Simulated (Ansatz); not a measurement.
**PHS (singlet): from Hartree-Fock to the top rungs at distance P1–S2 = 1.958 Å, cc-pVDZ**

An exercise on one series of results from a longer session: the logs are not shown, and one member is left open.

Program: Ansatz 0.2.0, Gaussian basis. Level of theory: cc-pVDZ, core rule «outside noble gas», up to 10 orbitals frozen. These are calculated values, not measurements.

The runs, in order: UHF; CCSD(T) on RHF; CCSD(T) on UHF; BCCD(T) on RHF; CISD; CCSDT(Q) on RHF; CCSDT(Q) on UHF; CASSCF and MRCISD+Q, 2 electrons in 2 orbitals; CASSCF and NEVPT2, 2 electrons in 2 orbitals; CASSCF and MRCISD+Q, 12 electrons in 9 orbitals; CASSCF and NEVPT2, 12 electrons in 9 orbitals.

30 further runs of the same task are left out: 2 for a mislabelled method, 2 for a known fault of the program, 22 that didn't finish, 4 set aside as unsound or not needed.

## What is computed

The geometry derives from a PBE0/def2-TZVP stationary point (not a proven minimum). One bond is set to the value named and the two fragments are kept rigid.

3 atoms, charge 0, spin multiplicity 1.

Atoms are counted from 1 here; the program's logs count them from 0.

Bond lengths: P1–S2 1.958 Å, S2–H3 1.372 Å. Angles: P1–S2–H3 106.9°.

Set-up of the first run:

The input, in.yaml:

```yaml
crystal:
  periodic: [false, false, false]
  atoms:
    - {symbol: P, position_ang: [0.000000, 0.037619, 1.017124]}
    - {symbol: S, position_ang: [0.000000, -0.074487, -0.938131]}
    - {symbol: H, position_ang: [0.000000, 1.213601, -1.411786]}
basis:
  gaussian: {orbitals: cc-pVDZ}
magnetization: {spin_polarized: true, initial_magnetization: 0}
hamiltonian: {xc: hf}
output: {orbitals: {seedname: orbitals}}
```

On the command line:

```console
> ansatz run in.yaml --threads 1 --pin off --events-out ev --progress --plain --max-ram 2393MiB
```

Among the steps run: UHF; CCSD(T) on RHF; CCSD(T) on UHF; BCCD(T) on RHF; CISD; CCSDT(Q) on RHF; CCSDT(Q) on UHF; CASSCF and MRCISD+Q, 2 electrons in 2 orbitals; CASSCF and NEVPT2, 2 electrons in 2 orbitals; CASSCF and MRCISD+Q, 12 electrons in 9 orbitals; CASSCF and NEVPT2, 12 electrons in 9 orbitals.

One table of the session follows, with a row left open; its other results are not shown here.

| method | from RCCSDT(Q) (kcal/mol) |
| --- | --- |
| RHF | +174.50 |
| UHF | +161.37 |
| RMP2 | +28.48 |
| UMP2 | +27.76 |
| CISD | +23.31 |
| RCCSD | +7.54 |
| UCCSD | +5.36 |
| RCCSD(T) | +1.34 |
| UCCSD(T) | +0.02 |
| BCCD(T) | +1.32 |
| RCCSDT | +0.60 |
| UCCSDT | ? |
| RCCSDT(Q) | 0 |
| UCCSDT(Q) | -3.03 |
| CASSCF valence | +134.47 |
| NEVPT2 valence | +30.09 |
| MRCISD valence | +12.63 |
| MRCISD+Q valence | +1.01 |

Q: Estimate the row for UCCSDT from the others.

**Answer.** from RCCSDT(Q) (kcal/mol): -1.96. In the column «from RCCSDT(Q) (kcal/mol)» it lies between UCCSDT(Q) (-3.03) and RCCSDT(Q) (0).

Left out of the table: CASSCF pair, NEVPT2 pair, MRCISD pair, MRCISD+Q pair (the active space lost an orbital or holds another state than full CI finds).

To keep in mind: The determinant is far from a pure spin state, so its energy mixes those of several spin states (harmless only where they are near-degenerate, as at dissociation). The program flags UCCSDT(Q) as in doubt, so those rows may rest on another solution; read them beside their warnings. Warnings: restricted reference is unstable; spin contamination; large T1 diagnostic. Restricted and unrestricted rows rest on different reference determinants; where their highest levels disagree by more than a few hundredths of an eV, they describe different states and don't form one ladder. Warnings in the runs' records: passed over end.
